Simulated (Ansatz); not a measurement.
Molecule (SMILES): O=[O+][O-].
Atoms: O1, O2, O3. Bonds: O1-O2, O2-O3.

Basis-set convergence of the optimised O1-O2 bond length at HF with Ansatz (a program for electronic structure). All functions are spherical. The program fits the integrals of some runs and decomposes those of others, by size. The T1 diagnostic of CCSD is high for at least one species. A restricted Hartree-Fock determinant is unstable towards unrestricted orbitals. No added dispersion term, no relativity. Reference: the value in def2-QZVPPD, 1.1921 Å, itself unsure by roughly 0.0002 Å (its mean distance from pcseg-3, def2-QZVPP, cc-pVQZ). Deviations are taken from unrounded values.

```tsv
basis	functions	optimised O1-O2 bond length (Å)
cc-pVDZ	42	1.1968
aug-cc-pVDZ	69	1.1966
def2-SVP	42	1.1899
def2-SVPD	69	1.1906
pcseg-1	42	1.1989
aug-pcseg-1	69	1.1966
6-311G**	54	1.1944
6-311+G**	66	1.1941
cc-pVTZ	90	1.1943
aug-cc-pVTZ	138	1.1941
pcseg-2	90	1.1942
aug-pcseg-2	138	1.1940
def2-TZVPP	93	1.1934
def2-TZVPPD	120	1.1931
def2-QZVPP	171	1.1923
def2-QZVPPD	198	1.1921
```

What the diffuse functions change, pair by pair:
- cc-pVDZ to aug-cc-pVDZ: 27 more functions, deviation 0.0047 to 0.0045 Å
- def2-SVP to def2-SVPD: 27 more functions, deviation -0.0022 to -0.0015 Å
- pcseg-1 to aug-pcseg-1: 27 more functions, deviation 0.0068 to 0.0046 Å
- 6-311G** to 6-311+G**: 12 more functions, deviation 0.0023 to 0.0020 Å
- cc-pVTZ to aug-cc-pVTZ: 48 more functions, deviation 0.0022 to 0.0020 Å
- pcseg-2 to aug-pcseg-2: 48 more functions, deviation 0.0021 to 0.0019 Å
- def2-TZVPP to def2-TZVPPD: 27 more functions, deviation 0.0013 to 0.0011 Å
- def2-QZVPP to def2-QZVPPD: 27 more functions, deviation 0.0002 to 0.0000 Å

Leaving out the reference's own pair, they bring the value nearer the reference by more than 0.0002 Å in 4 of 7 pairs.
